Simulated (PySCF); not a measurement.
O2S, SMILES O=S=O. Coordinates come from a ωB97X-D3(BJ)/def2-TZVP optimisation.

Problem. Give the equilibrium geometry at ωB97X-D3(BJ)/def2-TZVP (PySCF confirms it by a frequency run) as a Z-matrix, and its point group. (An estimate is asked for; the answer gives what the named calculation found.)

Solution. point group C2v.
```
S
O 1 1.4296
O 1 1.4296 2 118.84
```
